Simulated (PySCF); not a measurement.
# Relaxation of doublet SF₂⁺

Method: UPBE0 in PySCF with S def2-TZVP, F def2-TZVP; no relativity; density-fitted integrals. A (50,194) grid was used.

A hand-made linear start, of D∞h symmetry, held to at least that symmetry:

Coordinates in bohr (charge 1 multiplicity 2):
```
S     0.0000    0.0000    0.0000
F     0.0000    0.0000    3.0927
F     0.0000    0.0000   -3.0927
```

Optimiser trace:
```json
{"step": "0", "E − E(last) (kJ/mol)": "21.99", "largest gradient (Eh/bohr)": "0.04885"}
{"step": "1", "E − E(last) (kJ/mol)": "1.28", "largest gradient (Eh/bohr)": "0.01412"}
{"step": "2", "E − E(last) (kJ/mol)": "0.07", "largest gradient (Eh/bohr)": "0.00314"}
{"step": "3", "E − E(last) (kJ/mol)": "0.00", "largest gradient (Eh/bohr)": "0.00016"}
{"step": "4", "E − E(last) (kJ/mol)": "0.00", "largest gradient (Eh/bohr)": "0.00000"}
```

It ends at D∞h with S–F 1.552 Å (×2); F–S–F 180.0°. A frequency run shows 2 imaginary modes, down to 499i cm⁻¹, so it is a higher-order saddle point. Other isomers or separated fragments may lie lower.
